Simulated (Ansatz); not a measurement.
Elements on the sites of an ideal hcp lattice, at a guessed lattice constant:

```
Nb Rh Ag
1.0
     2.83320   -4.90725    0.00000
     2.83320    4.90725    0.00000
     0.00000    0.00000    9.06624
Nb Rh Ag
5 9 2
Cartesian
  1.4166 -0.8178 5.6664
  2.8332 -1.6358 7.9330
  1.4166 0.8178 7.9330
  4.2498 0.8178 3.3998
  2.8332 3.2715 7.9330
  1.4166 -0.8178 1.1333
  2.8332 -3.2715 1.1333
  2.8332 1.6358 1.1333
  2.8332 1.6358 5.6664
  4.2498 -0.8178 1.1333
  4.2498 -0.8178 5.6664
  1.4166 0.8178 3.3998
  4.2498 0.8178 7.9330
  2.8332 3.2715 3.3998
  2.8332 -3.2715 5.6664
  2.8332 -1.6358 3.3998
```

Cell and atoms were relaxed without symmetry on coarser meshes and computed once more. Method: Ansatz, DFT r2SCAN, scalar-relativistic, plane waves, PAW.

Cutoff 500 eV; k points 7×7×4 on the computed 16-atom cell (Γ-centred); Gaussian smearing, width 0.10 eV; no spin polarisation.

The relaxation ran on 3×3×2 (shifted) k points with a smearing of 0.1 eV, from sites shaken by 0.02 Å.

Q: What does the relaxation give?

A: A volume of 15.36 Å³/atom and no gap on the mesh. It lies 0.17 eV/atom below the elements' standard states (static lattices, no corrections for gases). The atoms leave their sites by 0.12 Å (root mean square) and 0.30 Å at most, and the cell stretches by up to 1.6 % at fixed volume.

```
CELL_PARAMETERS angstrom
2.78080 -4.93569 -0.02332
2.75487 4.92071 0.04319
0.03180 0.06144 9.01197
ATOMIC_POSITIONS crystal
Nb 0.29929 0.14910 0.59814
Nb 0.67628 0.35843 0.88788
Nb 0.15821 0.32074 0.89237
Nb 0.66026 0.80843 0.36615
Nb 0.19313 0.84484 0.88343
Rh 0.33980 0.17397 0.11936
Rh 0.83491 0.16850 0.12143
Rh 0.33954 0.66956 0.12319
Rh 0.33088 0.65266 0.62856
Rh 0.84480 0.68276 0.12269
Rh 0.82769 0.67533 0.63070
Rh 0.17102 0.33496 0.37391
Rh 0.67089 0.83544 0.87936
Rh 0.17325 0.82418 0.37722
Ag 0.81632 0.16773 0.62810
Ag 0.68153 0.32860 0.36982
```

The final mesh leaves forces up to 0.25 eV/Å and stresses up to 1.2 GPa: the relaxation ran on a coarser mesh, so the cell's shape, its bonds and its energy belong partly to that mesh.

Cost: 2 runs of about 58 core-minutes in all (earlier runs that led there not counted), on Arm Neoverse V1 (shared hosts).